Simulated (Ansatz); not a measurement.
Basis-set extrapolation for C$_{4}$H$_{9}$F, SMILES `CC(C)CF` (PBE0-D4/def2-TZVP geometry, frozen core, Ansatz). Multiplicity 1, RHF reference.

|  | def2-TZVPP | def2-QZVPP |
| --- | --- | --- |
| HF | -256.255831 | -256.267659 |
| MP2 correlation | -0.954372 | -1.022775 |
| CCSD(T) correlation | -1.037300 | not run |

Energies in hartree. Use E(X) = E(∞) + A·exp(−7.88·√X) for Hartree–Fock and E(X) = E(∞) + B·X^(−2.97) for correlation, with X = 3 and 4, and add CCSD(T) minus MP2 of the smaller set to the MP2 limit.

Q: What is the CCSD(T) energy at the basis-set limit?

A: HF limit: -256.267659 + (-0.011828) × 0.13774 = -256.26929. MP2 limit: -1.022775 + (-0.068403) × 0.74074 = -1.07344. Higher-order term: -1.037300 − (-0.954372) = -0.08293. Total: -257.42566 hartree, 348.0 kJ/mol below CCSD(T)/def2-TZVPP.
